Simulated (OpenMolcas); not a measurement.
P2H4: methods side by side

P2H4 has 6 atoms, charge 0, and is taken as a singlet. The shape is that of a GFN2-xTB optimisation.

```xyz
6

P    -0.2831   -0.1749   -1.0253
P     0.2836    0.1730    1.0229
H    -1.6380    0.0643   -0.7862
H    -0.4417   -1.5496   -0.8459
H     1.6393   -0.0621    0.7896
H     0.4401    1.5493    0.8448
```

Each level gives the vertical energy of the triplet above the singlet (eV). The values are calculated.

| level | kind | program | value (eV) | less FCI/STO-3G |
| --- | --- | --- | --- | --- |
| HF/STO-3G | Hartree–Fock | OpenMolcas | 6.81 | -0.36 |
| SVWN5/STO-3G | LDA | OpenMolcas | 6.76 | -0.41 |
| PBE/STO-3G | GGA | OpenMolcas | 6.71 | -0.46 |
| M06-2X/STO-3G | hybrid meta-GGA | OpenMolcas | 6.93 | -0.24 |
| PBE0/STO-3G | global hybrid | OpenMolcas | 6.84 | -0.33 |
| CASSCF(2,2)/STO-3G | multireference | OpenMolcas | 7.29 | +0.12 |
| MRCI(2,2)/STO-3G | multireference | OpenMolcas | 7.21 | +0.04 |
| FCI/STO-3G, open shells restricted | exact in the basis | OpenMolcas | 7.17 | 0.00 |

FCI/STO-3G, open shells restricted is exact within its basis and frozen core, so for wave-function methods in that basis the difference is their error; functionals converge differently with the basis, so for them it is only a difference. The values span 6.71 to 7.29 eV. All rows use very small basis sets, so even the best lies far from the true value.
